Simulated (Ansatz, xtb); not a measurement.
## BH3NSi: which of two structures lies lower

Structure I: a doublet given by its coordinates. Structure II: `B=N[SiH2]`, a doublet. Both are isolated molecules in the gas phase, relaxed with r2SCAN-D4/def2-SVP; the shapes shown needn't be the lowest conformers.

I (Å):

```xyz
6

B    -0.2931   -0.2643    0.7777
N    -1.4356    0.1908    0.0583
Si   -1.9371    1.8758   -0.0942
H    -1.9957   -0.5324   -0.3985
H    -0.0418   -1.4469    0.8169
H     0.4011    0.5520    1.3351
```

Close contacts (Å): B1–N2 1.42, N2–Si3 1.76, B1–H5 1.21, B1–H6 1.21, N2–H4 1.02.

II (Å):

```csv
atom,x (Å),y (Å),z (Å)
B,-0.7080,-2.0161,-0.3677
N,-0.8793,-0.7717,-0.4806
Si,-0.9554,0.9309,-0.6278
H,-0.5503,-3.1817,-0.2620
H,-1.5804,1.3277,-1.9272
H,-1.6941,1.5345,0.5239
```

Q: Estimate E(II) − E(I) at the level CCSD(T)/def2-TZVP.

A: Calculated at CCSD(T)/def2-TZVP: E(II) − E(I) = −0.140 eV, so structure II lies lower.

Level by level:

| level | geometry | E(II) − E(I) (eV) | departure from the last row (eV) | job, with rough time for the two |
| --- | --- | --- | --- | --- |
| r2SCAN-D4/def2-SVP | r2SCAN-D4/def2-SVP | −0.317 | −0.178 | optimisation, 2 min |
| HF/def2-TZVP | r2SCAN-D4/def2-SVP | −0.135 | +0.005 | part of the CCSD(T) run |
| MP2/def2-TZVP | r2SCAN-D4/def2-SVP | −0.306 | −0.166 | part of the CCSD(T) run |
| CCSD(T)/def2-TZVP | r2SCAN-D4/def2-SVP | −0.140 |  | single point, 58 s |

The levels shown agree on the order. The largest departure from CCSD(T)/def2-TZVP is that of r2SCAN-D4/def2-SVP, 0.178 eV. Levels run at GFN2-xTB geometries aren't shown.

With harmonic frequencies from r2SCAN-D4/def2-SVP (ideal gas, rigid rotor, one conformer each, 298.15 K, 1 atm): the zero-point term adds −0.143 eV; ΔH is −0.274 and ΔG −0.278 eV.

Open shells are spin-unrestricted. The correlated steps freeze 7 core orbitals. Run with Ansatz 0.2.0; the last row on 1 thread of Arm Neoverse V1 on a shared host.
